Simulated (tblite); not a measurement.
Input of a run (GFN2-xTB geometry optimisation, gas phase (tblite 0.8.0)), started from a force field or distance geometry:
```
{"job": {"kind": "relax", "xc": "GFN2-xTB", "basis": "xTB"}, "charge": 0, "multiplicity": 1}
O      1.143800    -1.299900    -0.172200
C      1.011600    -0.090200     0.544000
C     -0.043100     0.690500    -0.156300
C     -1.307200    -0.126800    -0.126500
F     -2.281100     0.602300    -0.770300
H      1.614400    -1.050500    -0.999000
H      0.657900    -0.383100     1.547900
H      1.969800     0.449700     0.522900
H      0.302700     0.935000    -1.182400
H     -0.279600     1.663700     0.352600
H     -1.189100    -1.140600    -0.549700
H     -1.598900    -0.250800     0.962900
```

Output (eV, eV/Å):
```
step      E/eV     max force
  0    -510.79907    1.854
  1    -510.89415    0.622
  2    -510.93500    0.534
  3    -511.00131    0.619
  4    -511.03057    0.463
  5    -511.04892    0.306
  6    -511.06072    0.271
  7    -511.06676    0.224
  8    -511.06998    0.145
  9    -511.07264    0.142
 10    -511.07524    0.163
 11    -511.07759    0.128
 12    -511.07926    0.096
 13    -511.08034    0.083
 14    -511.08110    0.077
 15    -511.08172    0.072
 16    -511.08234    0.069
 17    -511.08301    0.070
 18    -511.08366    0.081
 19    -511.08422    0.062
 20    -511.08464    0.045
 21    -511.08498    0.042
 22    -511.08523    0.046
 23    -511.08535    0.029
 24    -511.08538    0.013
 25    -511.08540    0.013
 26    -511.08542    0.014
 27    -511.08544    0.015
 28    -511.08545    0.009
```

**Question.** Summarise the run.

**Answer.** The energy falls by 27.6 kJ/mol over 28 L-BFGS steps, the largest force on an atom goes from 1.85 to 0.009 eV/Å, and the atoms move by 0.106 Å rms after alignment. The bond that changes most is C2–C3 (carbinol carbon (C–OH) to chain CH2 carbon), which lengthens by 0.043 Å. Bonds longer at the end by more than 0.005 Å: 2 of 11; shorter: 7. Among the angles that change most is H7–C2–H8, from 115.3° to 108.4°. Among the dihedrals that turn most is H6–O1–C2–H8, from -45° to -63°. The energy never rose by more than 1e-5 eV on the way. The first step brought 33 % of the lowering.

**Question.** What are the final bond lengths?

**Answer.** O1–C2 1.406 Å, C2–C3 1.530 Å, C3–C4 1.523 Å, C4–F5 1.375 Å, O1–H6 0.964 Å, C2–H7 1.093 Å, C2–H8 1.099 Å, C3–H9 1.094 Å, C3–H10 1.091 Å, C4–H11 1.094 Å, C4–H12 1.094 Å. Numbering counts from 1 in the input's order; the species is 3-fluoropropan-1-ol, `OCCCF`.

On one thread of an Arm Neoverse N1, no GPU, on a shared host, this took 0.15 s wall.

Its GFN2-xTB frequencies are all real (lowest 78 cm⁻¹). The numbers are those of one conformer. 2 starts were optimised and ended at 0.00 and 1.22 kcal/mol (GFN2-xTB); the lowest of these is shown.

The numbers are calculated, not measured.
